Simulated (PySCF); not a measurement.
Frontier orbitals and the lowest excitations

Species: cyclohexane, C6H12.
Numbering: `[CH2:1]1[CH2:2][CH2:3][CH2:4][CH2:5][CH2:6]1` (hydrogens: H7, H8 on C1; H9, H10 on C2; H11, H12 on C3; H13, H14 on C4; H15, H16 on C5; H17, H18 on C6)

Cartesian coordinates in Å at the GFN2-xTB level; atoms count from 1:
```xyz
18
C6H12 angstrom
C      1.3236   -0.6112   -0.1589
C      1.1680    0.8349    0.3023
C     -0.1139    1.4393   -0.2634
C     -1.3250    0.6122    0.1576
C     -1.1690   -0.8342   -0.3025
C      0.1131   -1.4389    0.2624
H      1.4161   -0.6350   -1.2475
H      2.2345   -1.0405    0.2641
H      2.0299    1.4236   -0.0196
H      1.1315    0.8644    1.3941
H     -0.2274    2.4684    0.0846
H     -0.0521    1.4606   -1.3541
H     -2.2357    1.0411   -0.2662
H     -1.4190    0.6374    1.2458
H     -2.0314   -1.4231    0.0177
H     -1.1310   -0.8636   -1.3941
H      0.2262   -2.4675   -0.0875
H      0.0530   -1.4616    1.3532
```

Computed, not measured: PySCF 2.14.0, density-fitted response routines, TDDFT PBE0/def2-SVPD, vertical, gas phase, core orbitals frozen in the response.

Kohn–Sham orbitals with the atoms that hold most of them (Löwdin shares over 4%, at most four atoms; ? is withheld):

| orbital | ε (eV) | atoms |
| --- | --- | --- |
| LUMO+2 | 1.47 | H8 10%, H13 10%, C4 10%, C1 10% |
| LUMO+1 | 1.34 | H10 11%, H7 11%, H18 11%, H14 11% |
| LUMO | ? | ? |
| HOMO | -8.28 | C1 12%, C6 12%, C3 12%, C4 12% |
| HOMO-1 | -8.28 | C2 12%, C1 12%, C6 12%, C5 12% |
| HOMO-2 | -8.90 | C4 10%, C5 10%, C6 10%, C3 10% |
| HOMO-3 | -9.55 | C1 17%, C4 17%, H7 11%, H14 11% |

Problem. Which atoms hold the LUMO, and with what shares?

Solution. C1 (bonded to 2 C and 2 H) 8%; C5 (bonded to 2 C and 2 H) 8%; C3 (bonded to 2 C and 2 H) 8%; C6 (bonded to 2 C and 2 H) 8%.

Problem. What is the LUMO energy, and the HOMO–LUMO gap?

Solution. ε(LUMO) = 0.84 eV; the gap is 9.12 eV (0.3351 hartree).

Within 0.005 eV of a neighbour in this list lie HOMO-1/HOMO (point group found: D3d); within a degenerate set the shares of single atoms can hang on how the components are chosen.

Problem. How does S1 compare with the orbital gap of 9.12 eV?

Solution. S1 is at 8.01 eV (f = 0.0000), 1.11 eV below the gap, made of HOMO-1/HOMO→LUMO (≥96%). S1/S2 lie within about 0.01 eV of each other. 

Next come S2 at 8.01 eV (f 0.0000), HOMO-1/HOMO→LUMO (≥96%); S3 at 8.47 eV (f 0.0000), HOMO-1/HOMO→LUMO+1 (≥97%); S4 at 8.47 eV (f 0.0000), HOMO-1/HOMO→LUMO+1 (≥97%); S5 at 8.63 eV (f 0.0023), HOMO-1/HOMO→LUMO+3 (≥49%), HOMO-1/HOMO→LUMO+2 (≥33%).

Orbitals of the list HOMO-3 to LUMO+2 that lie within 0.01 eV of each other are written together with a slash and their weights summed (≥ marks a lower bound); for degenerate orbitals outside that list single weights are arbitrary.

One conformer stands for the species.
